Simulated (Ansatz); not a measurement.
Reaction (SMILES): [C-]#[S+] -> [S+]#[C-] as doublet, charge +1 + e-

Quantity: adiabatic ionisation energy (0 K, with zero-point energies), in eV. Set-up: 6-311+G** with 5d, 6d on Na to Ar in Ansatz (a quantum-chemistry and plane-wave program); six Cartesian d functions in 6-31G* and its kin unless marked 5d; non-relativistic; LANL2DZ with its own core potentials from Na on; no spin-orbit coupling; open shells spin-unrestricted. Ab initio and DFT rows: single points at B3LYP-D3(BJ) geometries (Ansatz), with unscaled harmonic terms from B3LYP/6-31G* at its own minima.

Measured values: CCCBDB table in ASE; they hold spin-orbit and core effects. 

Value to compare with, the measured value: 11.33 eV.

```tsv
level	program	adiabatic ionisation energy (0 K, with zero-point energies) (eV)	error
B3LYP/STO-3G	Ansatz	9.12	-2.21
B3LYP/3-21G	Ansatz	11.61	0.28
B3LYP/LANL2DZ	Ansatz	11.56	0.23
B3LYP/6-31G	Ansatz	11.57	0.24
B3LYP/6-31G*	Ansatz	11.38	0.05
B3LYP/6-31+G*	Ansatz	11.52	0.19
B3LYP/def2-SVP	Ansatz	11.45	0.12
B3LYP/cc-pVDZ	Ansatz	11.45	0.12
B3LYP/6-311+G**	Ansatz	11.51	0.18
B3LYP/def2-TZVPD	Ansatz	11.42	0.09
```

Among the 9 habitual levels, B3LYP/STO-3G lies farthest from the measured value (-2.21 eV) and B3LYP/6-31G* nearest (0.05); 8 of 9 lie above it, and their mean absolute error is 0.40 eV, the median 0.19. One case shows no general order.

The sets are all those run for this method; runs whose electronic state is in doubt are left out.
